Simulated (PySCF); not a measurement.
Consider cyclohexane, `C1CCCCC1` (C6H12). Coordinates in Å; atoms count from 1 in this order:
```
C    -0.6761    1.1233   -0.6781
C     0.7472    1.2628   -0.1453
C     1.4664   -0.0829   -0.1130
C     0.6740   -1.1218    0.6755
C    -0.7492   -1.2613    0.1427
C    -1.4685    0.0843    0.1104
H    -0.6360    0.8175   -1.7397
H    -1.1917    2.0973   -0.6567
H     1.3152    1.9876   -0.7511
H     0.7104    1.6772    0.8790
H     1.6034   -0.4437   -1.1490
H     2.4777    0.0318    0.3101
H     1.1896   -2.0958    0.6541
H     0.6340   -0.8160    1.7371
H    -1.3173   -1.9861    0.7486
H    -0.7125   -1.6758   -0.8815
H    -1.6056    0.4453    1.1463
H    -2.4798   -0.0304   -0.3129
```

Computed at ωB97X-D3(BJ)/ma-def2-TZVP // PBE0-D3(BJ)/def2-SVP with PySCF (density fitting, grid level 2). ωB97X-D3(BJ) is ωB97X-V with D3(BJ) in place of VV10. Thermal corrections: PBE0-D3(BJ)/def2-SVP frequencies, unscaled, ideal gas at 298.15 K and 1 bar, quasi-RRHO entropy.

Q: What are the vertical and the adiabatic ionisation energy for forming the radical cation?

A: 10.65 eV vertical and 9.82 eV adiabatic, the latter with zero-point energy.

Q: What oxidation potential follows in acetonitrile (IEF-PCM), given that Fc+/Fc comes at 4.54 V absolute with this functional and basis?

A: In the gas phase ΔG of oxidation is 9.759 eV, and solvation is -2.4 kJ/mol for the parent and -224.2 kJ/mol for the product, so the absolute potential is 7.46 V, or 2.92 V against Fc+/Fc. Fc+/Fc in acetonitrile, 4.54 V, is ωB97X-D3(BJ)/ma-def2-TZVP on PBE0-D3(BJ)/def2-SVP structures with GFN2-xTB thermal terms. Benchmark calculations put it near 5.0 V in acetonitrile and DMSO, so it is about 0.5 V low, and the value against it can read up to that much too high. The solvent is electrostatics only, on gas-phase structures; the absolute scale refers to an electron at rest in vacuum.

Q: How far is −ε(HOMO) from the vertical value by ΔSCF?

A: −ε(HOMO) = 10.77 eV, which is 0.12 eV above the ΔSCF value.
